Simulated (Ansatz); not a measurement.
System: CH2NO, net charge 0, doublet state. SMILES: O=[C]N
Coordinates optimised at B3LYP-D3(BJ)/def2-TZVP (Ansatz, a first-principles code):
```
N
H 1 1.0031
H 1 1.0139 2 118.79
C 1 1.3371 2 120.08 3 180.00
O 4 1.1917 1 130.06 2 -180.00
```
Charge 0, spin multiplicity 2.

Wanted: enthalpy of formation at 298 K, in kcal/mol. Set-up: dispersion terms only where a functional's name holds one; valence correlation only; non-relativistic; spin-orbit terms left out; UHF or UKS for open shells. Basis-set limits of correlation are two-point, X^-3; Hartree-Fock from the larger set. First-principles rows: single points at B3LYP-D3(BJ) geometries (Ansatz), with unscaled harmonic terms from B3LYP/6-31G* at its own minima, enthalpies of formation by atomisation with measured atoms.

```
species  coefficient  E at HF/STO-3G (Ansatz), Eh  E at B3LYP/def2-TZVPD (Ansatz), Eh  H(298 K) - E, kcal/mol
-------  -----------  ---------------------------  ----------------------------------  ----------------------
N[C]=O            +1                   -166.06870                          -169.31631                   23.57
C atom            -1                    -37.19839                           -37.85953                       -
H atom            -2                     -0.46658                            -0.50215                       -
N atom            -1                    -53.71901                           -54.60405                       -
O atom            -1                    -73.80415                           -75.09698                       -
```

The atoms take no thermal term, since their enthalpies of formation at 0 K are used: the result is the sum of coefficient times E, plus the molecule's thermal term, plus number times (enthalpy of formation minus H(298) - H(0)) over the atoms. Measured values of the atoms (G2/97 table in ASE), kcal/mol:

| atom | number | enthalpy of formation of the gas at 0 K | H(298) - H(0) of the element's standard state |
|---|---|---|---|
| C | 1 | 169.98 | 0.25 |
| H | 2 | 51.63 | 1.01 |
| N | 1 | 112.53 | 1.04 |
| O | 1 | 58.99 | 1.04 |

Coupled cluster (Ansatz) is a level with limits of its own, used here on species with T1 under 0.025 (0.045 for open shells) and stable references: CCSD(T)/CBS(cc-pVTZ,cc-pVQZ). Value to compare with, CCSD(T)/CBS(cc-pVTZ,cc-pVQZ) (Ansatz): -1.5 kcal/mol. 1 Eh = 627.5095 kcal/mol.

Question: Compute it at each level from the table, and compare with CCSD(T)/CBS(cc-pVTZ,cc-pVQZ) (Ansatz).

Answer: 
- HF/STO-3G: the sum of coefficient times E is -0.41399 Eh, or -259.78 kcal/mol; the thermal terms add 23.57; the atoms' measured terms add 440.41. Result: 204.2 kcal/mol. Its difference against CCSD(T)/CBS(cc-pVTZ,cc-pVQZ) (Ansatz) is 205.7 kcal/mol.
- B3LYP/def2-TZVPD: the sum of coefficient times E is -0.75145 Eh, or -471.54 kcal/mol; the thermal terms add 23.57; the atoms' measured terms add 440.41. Result: -7.6 kcal/mol. Its difference against CCSD(T)/CBS(cc-pVTZ,cc-pVQZ) (Ansatz) is -6.1 kcal/mol.
